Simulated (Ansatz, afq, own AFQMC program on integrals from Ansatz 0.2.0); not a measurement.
## Where AFQMC and coupled cluster stand for CH$_{4}$Cl, doublet

```yaml
atoms:
  - { symbol: Cl, position_ang: [-0.8137, 0.0000, 0.0000] }
  - { symbol: H, position_ang: [0.5583, 0.0000, 0.0000] }
  - { symbol: C, position_ang: [1.8813, 0.0000, 0.0000] }
  - { symbol: H, position_ang: [1.8813, -1.0800, 0.0000] }
  - { symbol: H, position_ang: [1.8813, 0.5400, 0.9353] }
  - { symbol: H, position_ang: [1.8813, 0.5400, -0.9353] }
```

Connectivity, by distances: Cl ··· CH3, 1 bridging H.

Basis cc-pVTZ. Only valence electrons are correlated. Integrals, coupled cluster, full CI and functionals: Ansatz 0.2.0; the random walks run on the same integrals in our own AFQMC program. ph-AFQMC/CISD is guided by a CISD state made of CCSD amplitudes; releasing the constraint for a short imaginary time cuts its bias at the price of noise, slowly where states lie close. Error bars are statistical, one sigma.

Determinant: UHF, the one that the program's search chose, which needn't be the lowest solution. The geometry is a point of a scan.

No full CI on the walks' own integrals is used here. The released AFQMC energy serves as the reference, which it does only where one determinant dominates, the energy is flat over the last release times and near the phaseless one (40 meV or 2 meV an electron, half that with transition metals). On small molecules, where full CI could be run and the noise was under 10 meV, such values lay within 10 meV of it in 19 cases of 20, a flattering rate, since the rule was set on those same cases; what remains of the bias isn't in the error bar.

Cautions: the released value is read at 1.50 1/Eh (meV from the phaseless value at times in 1/Eh: -12 ± 6 at 0.24, -15 ± 6 at 0.51, -20 ± 8 at 0.99, -13 ± 8 at 1.50).

The T1 diagnostic is 0.0123, the weight of the determinant in the CISD state is 0.859 and the ⟨S²⟩ of the determinant is 0.780. The size of the correlated space is 15 electrons in 114 orbitals.

| level | correlation energy (eV) |
| --- | --- |
| MP2 | -10.3384 |
| CCSD | -11.3599 |
| CCSD(T) | -11.7714 |

Task: Estimate where phaseless AFQMC with a CISD trial lies against CCSD(T) on the same integrals.

Result: 0.83 ± 0.14 kcal/mol below CCSD(T).

Reference: AFQMC with the constraint released, correlation energy -11.820 ± 0.008 eV.

| level | E − E(reference) (kcal/mol) | share of correlation (%) |
| --- | --- | --- |
| CCSD(T) | 1.12 ± 0.19 | 99.59 |
| ph-AFQMC/CISD | 0.29 ± 0.23 | 99.89 |

A walk keeps the symmetry of its determinant, which the program's search chose and which needn't be the lowest solution, so a lower state of the same spin and another symmetry isn't excluded. Released energies are given only where the last usable release times agree within the noise; a slower fall can still hide under it.
